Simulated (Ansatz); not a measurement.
Phonon frequency of some carbides, all rock-salt

Method: PBE-D3(BJ) (plane waves, PAW; Ansatz, a quantum-chemistry and plane-wave program). References are measured values at room or unstated temperature, uncorrected unless marked, so that the deviations hold thermal and zero-point effects besides the level's error.

Values in cm⁻¹.

| solid | reference | PBE-D3(BJ) | deviation (%) |
|---|---|---|---|
| rock-salt NbC (L LA) | 200 | 175 | -12.5 |
| rock-salt NbC (L TA) | 133 | 119 | -10.5 |
| rock-salt NbC (X TA) | 212 | 207 | -2.4 |
| rock-salt NbC (X LO) | 594 | 597 | +0.5 |
| rock-salt NbC (X LA) | 244 | 244 | 0.0 |
| rock-salt NbC (L LO) | 640 | 664 | +3.8 |
| rock-salt NbC (X TO) | 574 | 561 | -2.3 |

Over these 7 values the mean deviation is -3.3 %, the mean absolute deviation 4.6 % (median 2.4 %), and the worst case rock-salt NbC (L LA) at -12.5 %; the value is below the reference in 4 of 7 cases.

Differences are worked out from the printed values.

Each level is taken at its own relaxed cell. Caveats: the dispersion coefficients are held fixed in the derivatives (PBE-D3(BJ)). Ansatz's density-functional and Hartree–Fock values are scalar-relativistic unless marked +SOC, with PAW data made under PBE.

Ansatz's runs of these crystals have no spin polarisation.

Not in this set, of the carbides with a reference value in our tables and a result at some level: 8 for no value at PBE-D3(BJ) (not run, a failed fit, an unstable or unbound cell, or a value held back for tests). These can be a level's best or worst cases. Solids without a released value at any level aren't counted. Layered and molecular crystals are counted apart.

References as tabulated in Savrasov (1996), arXiv:cond-mat/9604125.
